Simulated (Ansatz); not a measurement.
# Thallium, hcp: convergence with Fermi-Dirac smearing

Computed with Ansatz, LDA, scalar-relativistic PAW, on the relaxed cell (a = 3.401 Å, c = 5.443 Å (c/a = 1.600); spin not included). Errors count from a run at 420 eV on a Γ-centred 17×17×10 mesh with Fermi-Dirac smearing of 0.1 eV, extrapolated to zero width. Fixed here: cutoff 420 eV, mesh 11×11×6. The SCF starts from atomic densities corrected by a trained network.

| width (eV) | E(σ→0) error (meV/atom) | F error (meV/atom) | P (GPa) | SCF iterations |
| --- | --- | --- | --- | --- |
| 0.03 | -2.2 | -3.2 | -0.04 | 6 |
| 0.1 | -3.4 | -10.6 | 0.00 | 6 |
| 0.2 | -3.6 | -31.3 | 0.12 | 6 |
| 0.3 | -1.5 | -66.8 | 0.35 | 6 |
| 0.6 | -1.5 | -266.8 | 1.48 | 6 |
| 1.0 | -23.5 | -725.0 | 3.40 | 6 |

Q: What does the run at 0.01 give (width)?

A: E(σ→0) error (meV/atom): -2.3; F error (meV/atom): -2.3; P (GPa): -0.06; SCF iterations: 6.
